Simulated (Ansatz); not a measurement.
Antifluorite Mg₂Sn was calculated with PBE (PAW; Ansatz, a quantum-chemistry and plane-wave program).

Numerical settings: plane-wave cutoff 520 eV, 20×20×20 k mesh, Fermi–Dirac smearing 0.05 eV, perturbation theory, scalar-relativistic PAW data made under PBE.

Computed at the level's own relaxed cell.

Harmonic phonon frequencies (cm⁻¹; i marks an imaginary mode; at Γ without the LO shift):

```json
[
 {"q point": "Γ", "frequencies": "0 0 0 183 183 183 209 209 209"},
 {"q point": "X", "frequencies": "63 63 120 149 149 149 216 216 278"},
 {"q point": "L", "frequencies": "47 47 109 188 188 189 197 197 245"}
]
```

No imaginary mode appears at these points.

Note: the solid has no gap at this level, which affects its response.
